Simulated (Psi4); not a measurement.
C2H3O2, charge +2, doublet, geometry from GFN2-xTB of the parent state (a state made from the parent by changing its charge; the spin is typed, not shown lowest); BLYP/pcseg-1 in Psi4.

The Psi4 input:
```
memory 2 GB

molecule mol {
2 2
  C    -0.879281    0.003510    0.015641
  O    -0.818830   -1.011327    0.656700
  O     0.170849    0.700151   -0.446594
  H    -1.802591    0.513737   -0.288524
  C     1.414846    0.280287   -0.206134
  H     1.577655   -0.618866    0.359629
  H     2.195402    0.891757   -0.608989
}

set basis pcseg-1
set reference uks

energy('blyp')
print_variables()
```

Task: Predict the main parts of the log of this Psi4 run.

Result: 
```
   => Loading Basis Set <=

    Name: PCSEG-1
    Role: ORBITAL
    Keyword: BASIS

         ---------------------------------------------------------
                                   SCF
               by Justin Turney, Rob Parrish, Andy Simmonett
                          and Daniel G. A. Smith
                              UKS Reference
         ---------------------------------------------------------

  ==> Geometry <==

    Molecular point group: c1
    Full point group: C1

    Geometry (in Angstrom), charge = 2, multiplicity = 2:

       Center              X                  Y                   Z               Mass
    ------------   -----------------  -----------------  -----------------  -----------------
         C           -0.846208189858     0.016708484155     0.006615601788    12.000000000000
         O           -0.785757189858    -0.998128515845     0.647674601788    15.994914619570
         O            0.203921810142     0.713349484155    -0.455619398212    15.994914619570
         H           -1.769518189858     0.526935484155    -0.297549398212     1.007825032230
         C            1.447918810142     0.293485484155    -0.215159398212    12.000000000000
         H            1.610727810142    -0.605667515845     0.350603601788     1.007825032230
         H            2.228474810142     0.904955484155    -0.618014398212     1.007825032230

  Running in c1 symmetry.

  Rotational constants: A =      0.81253  B =      0.23384  C =      0.18158 [cm^-1]
  Rotational constants: A =  24359.02884  B =   7010.42248  C =   5443.73830 [MHz]
  Nuclear repulsion =  115.304377170741802

  Charge       = 2
  Multiplicity = 2
  Electrons    = 29
  Nalpha       = 15
  Nbeta        = 14

  ==> Algorithm <==

  SCF Algorithm Type is DF.
  DIIS enabled.
  MOM disabled.
  Fractional occupation disabled.
  Guess Type is SAD.
  Energy threshold   = 1.00e-06
  Density threshold  = 1.00e-06
  Integral threshold = 1.00e-12

  ==> Primary Basis <==

  Basis Set: PCSEG-1
    Blend: PCSEG-1
    Number of shells: 33
    Number of basis functions: 71
    Number of Cartesian functions: 75
    Spherical Harmonics?: true
    Max angular momentum: 2

  ==> DFT Potential <==

   => LibXC <=

    Version 7.1.2
    S. Lehtola, C. Steigemann, M. J. T. Oliveira, and M. A. L. Marques,  SoftwareX 7, 1–5 (2018) (10.1016/j.softx.2017.11.002)

   => Composite Functional: BLYP <=

    BLYP GGA Exchange-Correlation Functional

    P.J. Stephens et. al., J. Phys. Chem., 98, 11623-11627, 1994
    B. Miehlich et. al., Chem. Phys. Lett., 157(3), 200-206 1989

    Deriv               =              1
    GGA                 =           TRUE
    Meta                =          FALSE

    Exchange Hybrid     =          FALSE
    MP2 Hybrid          =          FALSE

   => Exchange Functionals <=

    1.0000     XC_GGA_X_B88

   => Correlation Functionals <=

    1.0000     XC_GGA_C_LYP

   => LibXC Density Thresholds  <==

    XC_GGA_C_LYP:  1.00E-14
    XC_GGA_X_B88:  1.00E-15

   => Molecular Quadrature <=

    Radial Scheme          =       TREUTLER
    Pruning Scheme         =           NONE
    Nuclear Scheme         =       TREUTLER

    Blocking Scheme        =         OCTREE
    BS radius alpha        =              1
    Pruning alpha          =              1
    Radial Points          =             75
    Spherical Points       =            302
    Total Points           =         151377
    Total Blocks           =           1186
    Max Points             =            256
    Max Functions          =             71
    Weights Tolerance      =       1.00E-15

   => Loading Basis Set <=

    Name: (PCSEG-1 AUX)
    Role: JKFIT
    Keyword: DF_BASIS_SCF

  ==> Integral Setup <==

  SCF_SUBTYPE=INCORE selected. In-core MEM_DF algorithm will be used.
  Using in-core AOs.

  ==> MemDFJK: Density-Fitted J/K Matrices <==

    J tasked:                   Yes
    K tasked:                    No
    wK tasked:                   No
[...]
    Using symmetric orthogonalization.

  ==> Pre-Iterations <==

  SCF Guess: Superposition of Atomic Densities via on-the-fly atomic UHF (no occupation information).

   -------------------------
    Irrep   Nso     Nmo
   -------------------------
     A         71      71
   -------------------------
    Total      71      71
   -------------------------

  ==> Iterations <==

                           Total Energy        Delta E     RMS |[F,P]|

   @DF-UKS iter SAD:  -227.91148959248920   -2.27911e+02   0.00000e+00
   @DF-UKS iter   1:  -227.31095569565451    6.00534e-01   3.87641e-03 DIIS/ADIIS
   @DF-UKS iter   2:  -227.31527654583971   -4.32085e-03   3.81409e-03 DIIS/ADIIS
   @DF-UKS iter   3:  -227.33661795535713   -2.13414e-02   2.07692e-03 DIIS/ADIIS
   @DF-UKS iter   4:  -227.34498984838066   -8.37189e-03   5.17396e-04 DIIS/ADIIS
   @DF-UKS iter   5:  -227.34551101264398   -5.21164e-04   2.32998e-04 DIIS/ADIIS
   @DF-UKS iter   6:  -227.34556256817035   -5.15555e-05   1.80572e-04 DIIS/ADIIS
   @DF-UKS iter   7:  -227.34563385496125   -7.12868e-05   3.43638e-05 DIIS
   @DF-UKS iter   8:  -227.34563737328145   -3.51832e-06   7.89897e-06 DIIS
   @DF-UKS iter   9:  -227.34563765969062   -2.86409e-07   2.52704e-06 DIIS
   @DF-UKS iter  10:  -227.34563768934754   -2.96569e-08   6.35274e-07 DIIS
  Energy and wave function converged.

  ==> Post-Iterations <==

   Electrons on quadrature grid:
      Nalpha   =   14.9999995791 ; deviation = -4.209e-07
      Nbeta    =   13.9999988423 ; deviation = -1.158e-06
      Ntotal   =   28.9999984214 ; deviation = -1.579e-06

   @Spin Contamination Metric:   4.528235477E-03
   @S^2 Expected:                7.500000000E-01
   @S^2 Observed:                7.545282355E-01
   @S   Expected:                5.000000000E-01
   @S   Observed:                5.000000000E-01

    Orbital Energies [Eh]
    ---------------------

    Alpha Occupied:

[...]
    Alpha Virtual:

[...]
    Beta Occupied:

[...]
    Beta Virtual:

[...]
    Final Occupation by Irrep:
              A
    DOCC [    14 ]
    SOCC [     1 ]
    NA   [    15 ]
    NB   [    14 ]

  @DF-UKS Final Energy:  -227.34563768934754

   => Energetics <=

    Nuclear Repulsion Energy =            115.3043771707418017
    One-Electron Energy =                -520.8116298531577968
    Two-Electron Energy =                 206.4893250418255661
    DFT Exchange-Correlation Energy =     -28.3277100487571367
    Empirical Dispersion Energy =           0.0000000000000000
    VV10 Nonlocal Energy =                  0.0000000000000000
    Total Energy =                       -227.3456376893475408

  UHF NO Occupations:
  HONO-2 :   13  A 1.9994617
  HONO-1 :   14  A 1.9987682
  HONO-0 :   15  A 1.0000000
  LUNO+0 :   16  A 0.0012318
  LUNO+1 :   17  A 0.0005383
  LUNO+2 :   18  A 0.0002928
  LUNO+3 :   19  A 0.0000968

Computation Completed

Properties will be evaluated at   0.000000,   0.000000,   0.000000 [a0]

Properties computed using the SCF density matrix

 Multipole Moments:

 ------------------------------------------------------------------------------------
     Multipole            Electronic (a.u.)      Nuclear  (a.u.)        Total (a.u.)
 ------------------------------------------------------------------------------------

 L = 1.  Multiply by 2.5417464519 to convert [e a0] to [Debye]
 Dipole X            :         -0.9963056            1.9374703            0.9411647
 Dipole Y            :         -0.4006379            0.7731909            0.3725531
 Dipole Z            :          0.2738033           -0.5287101           -0.2549068
 Magnitude           :                                                    1.0438220

 ------------------------------------------------------------------------------------

  Variable Map:
  ----------------------------------------------------------------------------
[...]
  Array Variable Map:
  ----------------------------------------------------------------------------
[...]
[...]
```
